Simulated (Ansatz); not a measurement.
# CH3Si (doublet): from Hartree-Fock to the top rungs at distance Si1–C2 = 3.433 Å, cc-pVTZ

One table from this session's results is given with a row withheld; the runs are named, their logs left out.

The runs use Ansatz 0.2.0, Gaussian basis; cc-pVTZ, core rule «outside noble gas», up to 6 orbitals frozen.

To be run: UHF; CCSD(T) on ROHF; CCSD(T) on UHF; BCCD(T) on ROHF; CCSDT(Q) on ROHF; CCSDT(Q) on UHF; CASSCF and NEVPT2, 3 electrons in 3 orbitals; CASSCF and NEVPT2, 11 electrons in 11 orbitals.

1 further run of the same task is left out (for a known fault of the program). Runs told in other sessions of the task aren't counted.

## The system

The geometry derives from a PBE0/def2-TZVP stationary point (not a proven minimum). One bond is set to the value named and the two fragments are kept rigid.

5 atoms, charge 0, spin multiplicity 2.

Atoms are counted from 1 here; the program's logs count them from 0.

Bond lengths: Si1–H3 1.488 Å, Si1–H4 1.488 Å, Si1–H5 1.492 Å. Angles: H3–Si1–H4 109.7°, H3–Si1–H5 110.2°, H4–Si1–H5 110.2°.

The first run:

File in.yaml:

```yaml
crystal:
  periodic: [false, false, false]
  atoms:
    - {symbol: Si, position_ang: [-0.008729, 0.000000, 0.922554]}
    - {symbol: C, position_ang: [0.039293, -0.000002, -2.510110]}
    - {symbol: H, position_ang: [0.624442, -1.216386, 1.499668]}
    - {symbol: H, position_ang: [0.624637, 1.216284, 1.499669]}
    - {symbol: H, position_ang: [-1.474064, 0.000118, 1.205061]}
basis:
  gaussian: {orbitals: cc-pVTZ}
magnetization: {spin_polarized: true, initial_magnetization: 1}
hamiltonian: {xc: hf}
output: {orbitals: {seedname: orbitals}}
```

Run with:

```bash
> ansatz run in.yaml --threads 1 --pin off --events-out ev --progress --plain --max-ram 2560MiB --backend cpu
```

Steps of the session up to this table: UHF; CCSD(T) on ROHF; CCSD(T) on UHF; BCCD(T) on ROHF; CCSDT(Q) on ROHF; CCSDT(Q) on UHF; CASSCF and NEVPT2, 3 electrons in 3 orbitals; CASSCF and NEVPT2, 11 electrons in 11 orbitals.

One table of the session follows, with a row left open; its other results are not shown here.

| method | from RCCSDT(Q) (kcal/mol) |
| --- | --- |
| ROHF | ? |
| UHF | +154.39 |
| RMP2 | +55.36 |
| UMP2 | +37.62 |
| RCCSD | +11.67 |
| UCCSD | +7.54 |
| RCCSD(T) | +2.37 |
| UCCSD(T) | +3.40 |
| BCCD(T) | +3.39 |
| RCCSDT | +1.13 |
| UCCSDT | +0.94 |
| RCCSDT(Q) | 0 |
| UCCSDT(Q) | +0.02 |
| CASSCF pair | +155.04 |
| NEVPT2 pair | +33.61 |
| CASSCF valence | +115.39 |
| NEVPT2 valence | +31.41 |

Q: Estimate the row for ROHF from the others.

As computed: from RCCSDT(Q) (kcal/mol): +209.13. In the column «from RCCSDT(Q) (kcal/mol)» it is the highest.

The program flags RCCSD(T), UCCSD(T), BCCD(T), RCCSDT(Q) as in doubt (see the logs), so the zero of the table is itself unsure.

To keep in mind: The report flags that the cluster equations may have other roots. The determinant of CCSD(T) (⟨S²⟩ 1.73) is far from a pure spin state, so its energy mixes those of several spin states; high orders of coupled cluster remove much of that, low ones don't. The determinant of CCSDT(Q) (⟨S²⟩ 1.73) is far from a pure spin state, so its energy mixes those of several spin states; high orders of coupled cluster remove much of that, low ones don't. The program flags RCCSD(T), UCCSD(T), BCCD(T), RCCSDT(Q) as in doubt, so the zero of the table is itself unsure. Warnings: spin contamination; large T1 diagnostic. Restricted and unrestricted rows rest on different reference determinants; a gap between their highest levels can come from leftover correlation error, from unlike frozen cores or from another state.
